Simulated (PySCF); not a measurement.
# CClF3: the cost of one run

Programs: PySCF 2.14.0, with density-fitted response routines of our own. Each step states its level of theory. These are calculated values for one molecule in the gas phase, unless marked as measured. Atoms count from 0, in the outputs and in this text.

### Step 1. Starting geometry

5 atoms, charge 0, multiplicity 1; geometry from: MMFF94s. The atoms were then displaced at random by about 0.03 Å, so the start is not that level's minimum.

Bonds of the start (Å): F0–C1 1.34, C1–F2 1.38, C1–F3 1.31, C1–Cl4 1.76.

### Step 2. Geometry optimisation at PBE0-D3(BJ)/def2-SVP

What the job is given:

```
{"job": {"xc": "PBE0", "basis": "def2-SVP", "d3": "d3bj", "grid": 1, "shake": 0.03, "kind": "geom"}, "charge": 0, "multiplicity": 1}
F     -0.520550    -0.723670    -1.051310
C     -0.073750    -0.014970    -0.003790
F     -0.637470     1.240250    -0.002630
F     -0.379400    -0.633520     1.107170
Cl     1.686010     0.021420    -0.111540
```

The run is started by

```console
> OMP_NUM_THREADS=1 python probes_run.py task.json out
```

The driver reads the jobs from task.json and runs them one after another.

**Question.** How long does this first job take on 1 thread of Arm Neoverse V2, shared host, and how much memory does it need?

About 7.6 s, with a peak of 0.31 GiB.
